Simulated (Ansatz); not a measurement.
C4H6O (`C#COCC`). Total charge 0; spin multiplicity 1. All single points use the PBE0-D4/def2-TZVP geometry. It is one conformer, not always the lowest.

```xyz
11

C    -1.654    1.826    1.576
C    -0.747    1.320    0.974
O     0.243    0.798    0.333
C    -0.027   -0.495   -0.252
C     1.220   -0.952   -0.953
H    -2.446    2.287    2.112
H    -0.869   -0.387   -0.942
H    -0.320   -1.177    0.551
H     1.502   -0.251   -1.740
H     2.050   -1.040   -0.250
H     1.048   -1.930   -1.407
```

Question: What is the dipole moment at B3LYP/def2-TZVPP? (Best estimate.)

Answer: Ansatz gave: 2.17 D, with components (0.11, -1.90, -1.05) D in this frame, pointing from negative to positive charge.

Question: And with PBE, r2SCAN, ωB97M-V? (Estimate.)

Answer: Ansatz gave: PBE 2.19 D, r2SCAN 2.24 D, ωB97M-V 2.17 D.

Question: Give the Mulliken charges with B3LYP, r2SCAN, PBE in def2-TZVPP. (Best estimate.)

Answer: Ansatz gave: 
```json
{"atom": "C1", "B3LYP": "-0.22", "r2SCAN": "-0.34", "PBE": "-0.23"}
{"atom": "C2", "B3LYP": "-0.04", "r2SCAN": "0.10", "PBE": "-0.04"}
{"atom": "O3", "B3LYP": "-0.26", "r2SCAN": "-0.27", "PBE": "-0.18"}
{"atom": "C4", "B3LYP": "0.04", "r2SCAN": "0.14", "PBE": "0.02"}
{"atom": "C5", "B3LYP": "-0.24", "r2SCAN": "-0.14", "PBE": "-0.25"}
{"atom": "H6", "B3LYP": "0.26", "r2SCAN": "0.25", "PBE": "0.22"}
{"atom": "H7", "B3LYP": "0.09", "r2SCAN": "0.05", "PBE": "0.09"}
{"atom": "H8", "B3LYP": "0.09", "r2SCAN": "0.05", "PBE": "0.09"}
{"atom": "H9", "B3LYP": "0.09", "r2SCAN": "0.05", "PBE": "0.09"}
{"atom": "H10", "B3LYP": "0.09", "r2SCAN": "0.05", "PBE": "0.09"}
{"atom": "H11", "B3LYP": "0.08", "r2SCAN": "0.05", "PBE": "0.08"}
```

B3LYP here is the variant with VWN-RPA as its local correlation; programs differ in this.
